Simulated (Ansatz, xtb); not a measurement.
**A geometry optimisation of C2H3Al− with r2SCAN-D4/def2-SVPD**

The starting geometry of this gas-phase doublet has its atoms placed at random.

```xyz
6

C    -0.7118   -0.5329   -1.5487
C     0.4656   -0.2014   -0.0740
Al   -0.1859    0.5327    1.6187
H     1.6186    0.1068   -0.0307
H    -0.1285    0.6396   -1.2741
H     0.8589   -0.6523    1.3616
```

**Question.** Guess where an optimisation with r2SCAN-D4/def2-SVPD ends from this start.

**Answer.** It ends as a structure given below by its coordinates. Contacts that open: C2–Al3 (1.96 → 3.13 Å), Al3–H6 (1.60 → 3.42 Å). Contacts that close: C1–C2 (1.92 → 1.37 Å), C1–Al3 (3.38 → 1.97 Å), C1–H5 (1.34 → 1.12 Å), C2–H6 (1.56 → 1.10 Å).

The energy falls by 6.13 eV over 22 steps:

```
step  E − E(last) (eV)
   1             6.132
   3             3.844
   6             2.294
   8             1.613
  10             0.768
  13             0.392
  15             0.214
  17             0.054
  20             0.002
  22             0.000
```

Final geometry (Å):

```yaml
atoms:
  - { symbol: C, position_ang: [-0.1775, 0.2510, -0.0903] }
  - { symbol: C, position_ang: [1.0431, -0.3721, 0.0188] }
  - { symbol: Al, position_ang: [-1.7055, 0.6636, 1.0907] }
  - { symbol: H, position_ang: [1.7491, -0.4812, -0.8184] }
  - { symbol: H, position_ang: [-0.3788, 0.6349, -1.1178] }
  - { symbol: H, position_ang: [1.3866, -0.8037, 0.9698] }
```

From the same start GFN2-xTB ends elsewhere, differing in C2–Al3 (1.99 against 3.13 Å here), C2–H6 (3.27 against 1.10 Å here), Al3–H6 (1.77 against 3.42 Å here).

From so rough a start the end depends on the optimiser's path, so another program may land elsewhere. No frequencies were run, so the end isn't proven a minimum. Open shells are spin-unrestricted. Run with Ansatz 0.2.0, 110 s on 2 threads of AMD EPYC 7R43 64-Core Processor (Zen 3) (shared host).
